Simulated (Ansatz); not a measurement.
A made-up structure of MgBH3O, singlet:

B1  (-0.910, 0.290, -0.935)
O2  (-0.007, 0.000, -0.010)
Mg3  (1.214, -0.389, 1.247)
H4  (-0.976, -0.360, -1.956)
H5  (-1.682, 1.211, -0.773)
H6  (0.593, -0.752, 0.112)
(Å)

It is relaxed with PBE-D4/def2-SVP and then PBE0-D4/def2-TZVP (Ansatz 0.2.0). Atoms count as bonded within 1.22 times the sum of their covalent radii (H–H: 0.88 Å). The end point is not checked to be a true minimum.

Does its bonding change? (Judge from chemistry; the calculation decides.)

By the calculation: Yes. Formed: none; broken: O2–Mg3, Mg3–H6.

Where it ends: The first stage lowers the energy by 3.16 eV in 16 steps. It ends as a complex of BH₃O ([BH2][OH]) + Mg:
B1  (-0.879, 0.240, -0.980)
O2  (0.060, -0.518, -0.374)
Mg3  (1.326, 0.458, 2.331)
H4  (-1.369, -0.111, -2.018)
H5  (-1.183, 1.257, -0.430)
H6  (0.277, -1.327, -0.846)
(Å)

Labels in which every atom is bracketed show which atoms are joined, not bond orders.

For scale, one of the runs: PBE0-D4/def2-TZVP relaxation, 112 basis functions, launched by `ansatz run in.yaml --threads 2 --pin off --events-out ev --progress --plain --max-ram 4352MiB`. The run took about 26 s on 2 CPU threads of an Arm Neoverse V1 (shared host).
